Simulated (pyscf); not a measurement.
Optimised with ωB97X-D3(BJ)/def2-SVP in PySCF.

Problem. `[Cl][GeH2]` [doublet] + `[NH3]` → `[NH2][GeH2][Cl]` + `[H]` [doublet]
Surface: doublet. Broken: H–N. Formed: Ge–N. Give ΔE‡ and ΔE from ωB97M-D3(BJ)/def2-TZVP, relative to the separated reactants.

Solution. ΔE‡ = 32.8 kcal/mol, ΔE = +22.1 kcal/mol. Zero-point energy shifts the barrier by -2.0 kcal/mol. It is a substitution at N, with an imaginary mode of 1520i cm⁻¹. On the reactant side the descent ends in a bound adduct, 8.3 kcal/mol under the separated species and 39.7 kcal/mol under the saddle at ωB97X-D3(BJ)/def2-TZVP. One saddle was located; it need not be the lowest between these sides. The angle at the attacked N is 138°. Elements up to Kr have no core potential and no relativistic terms here.
